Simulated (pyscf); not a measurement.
Structures and frequencies: ωB97X-D3(BJ)/def2-SVP in PySCF. MP2 and CC: frozen core, UHF for open shells. ΔMP2 is the change of the MP2 total energy from the triple- to the quadruple-zeta basis.

**Question.** PBE/def2-TZVP puts the barrier of `[CH2]=[CH][SiH3]` + `[ClH]` -> `[CH2]=[CH2]` + `[SiH3][Cl]` (four-centre exchange; singlet surface; C–Si, Cl–H broken, C–H, Cl–Si formed) at 1.20 eV and the reaction energy at -0.96 eV, from the separated reactants. What do B3LYP-D3(BJ)/def2-TZVP, PBE0-D3(BJ)/def2-TZVP, CCSD(T)/def2-TZVPP + ΔMP2(QZVPP) give on the same structures?

**Answer.** B3LYP-D3(BJ): ΔE‡ = 1.38 eV, ΔE = -0.98 eV; PBE0-D3(BJ): ΔE‡ = 1.26 eV, ΔE = -0.96 eV; CCSD(T): ΔE‡ = 1.57 eV, ΔE = -0.94 eV. PBE's barrier lies under all of them, by 0.06 to 0.37 eV. Its reaction energy lies among theirs. One saddle was located; it need not be the lowest between these sides. The CCSD(T) − MP2 part came from Ansatz, without density fitting, on the same reference.
